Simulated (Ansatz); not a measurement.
# C6H9: the cost of one run

Computed with Ansatz 0.2.0 (the levels named in each step, unless a step's input says otherwise).

## (1) The structure to begin with

Bond lengths: C1–C2 1.379 Å, C2–C3 1.378 Å, C2–C4 1.486 Å, C4–C5 1.325 Å, C4–C6 1.499 Å, C1–H7 1.076 Å, C1–H8 1.074 Å, C3–H9 1.075 Å, C3–H10 1.074 Å, C5–H11 1.077 Å, C5–H12 1.077 Å, C6–H13 1.089 Å, C6–H14 1.087 Å, C6–H15 1.089 Å. Angles (14 of 21 angles, heavy atoms first): C1–C2–C3 122.0°, C1–C2–C4 118.6°, C3–C2–C4 119.5°, C2–C4–C5 121.0°, C2–C4–C6 116.3°, C5–C4–C6 122.7°, C2–C1–H7 120.9°, C2–C1–H8 121.3°, C2–C3–H9 120.7°, C2–C3–H10 121.9°, C4–C5–H11 121.8°, C4–C5–H12 121.7°, C4–C6–H13 110.1°, C4–C6–H14 110.8°.

As a file:

```xyz
15

C    -1.1701   -1.4636    0.2185
C    -0.7353   -0.1584    0.1303
C    -1.6072    0.9071    0.1959
C     0.7183    0.0961   -0.0404
C     1.6070   -0.4484    0.7779
C     1.1079    0.9851   -1.1827
H    -2.2142   -1.6915    0.3400
H    -0.4829   -2.2868    0.1535
H    -2.6617    0.7462    0.3318
H    -1.2653    1.9241    0.1465
H     2.6646   -0.2768    0.6641
H     1.3080   -1.0739    1.6021
H     0.6469    0.6334   -2.1050
H     2.1877    1.0006   -1.3080
H     0.7644    2.0043   -1.0105
```

## (2) A rough first relaxation, PBE-D4/def2-SVP

This run stands in another session on the same molecule. It ended at:

```xyz
15

C    -1.1903   -1.4605    0.4804
C    -0.7415   -0.1767    0.1297
C    -1.6577    0.8656   -0.0561
C     0.7253    0.0721   -0.0677
C     1.6551   -0.6203    0.6286
C     1.1273    1.1361   -1.0590
H    -2.2602   -1.6459    0.6609
H    -0.5013   -2.3139    0.5499
H    -2.7344    0.6904    0.0906
H    -1.3451    1.8817   -0.3327
H     2.7306   -0.4472    0.4659
H     1.3767   -1.3632    1.3914
H     0.6447    0.9724   -2.0465
H     2.2251    1.1588   -1.2007
H     0.8136    2.1478   -0.7206
```

## (3) Relaxation, HF/STO-3G

Input file input.yaml:

```yaml
crystal:
  periodic: [false, false, false]
  atoms:
    - { symbol: C, position_ang: [-1.19029539, -1.46045581, 0.48043236] }
    - { symbol: C, position_ang: [-0.74150531, -0.17670357, 0.12969682] }
    - { symbol: C, position_ang: [-1.65773939, 0.86558351, -0.05612459] }
    - { symbol: C, position_ang: [0.72534731, 0.07212596, -0.06770199] }
    - { symbol: C, position_ang: [1.65511997, -0.62032309, 0.62858141] }
    - { symbol: C, position_ang: [1.1272535, 1.13611072, -1.05901164] }
    - { symbol: H, position_ang: [-2.26022983, -1.64589353, 0.66087462] }
    - { symbol: H, position_ang: [-0.50131281, -2.31390379, 0.54994856] }
    - { symbol: H, position_ang: [-2.73442028, 0.69044711, 0.09055848] }
    - { symbol: H, position_ang: [-1.34508591, 1.88172821, -0.33268205] }
    - { symbol: H, position_ang: [2.73057462, -0.4471809, 0.46585177] }
    - { symbol: H, position_ang: [1.37670906, -1.36315748, 1.39144628] }
    - { symbol: H, position_ang: [0.64473988, 0.97240841, -2.04653182] }
    - { symbol: H, position_ang: [2.22510056, 1.15877102, -1.20065817] }
    - { symbol: H, position_ang: [0.81363403, 2.14783321, -0.72062005] }
magnetization:
  spin_polarized: true
  initial_magnetization: 1
basis:
  gaussian: { orbitals: STO-3G }
hamiltonian:
  xc: hf
relax:
  f_tol: 0.004
  max_steps: 150
```

The run is started by

```
ansatz run input.yaml --threads 4 --pin off --max-ram 10240MiB --backend cpu --events-out ev --progress --plain --runs-dir out
```

What time and memory should one allow on 4 threads of AMD EPYC 7R43 (Zen 3), shared host?

About 9.4 s, with a peak of 0.11 GiB.
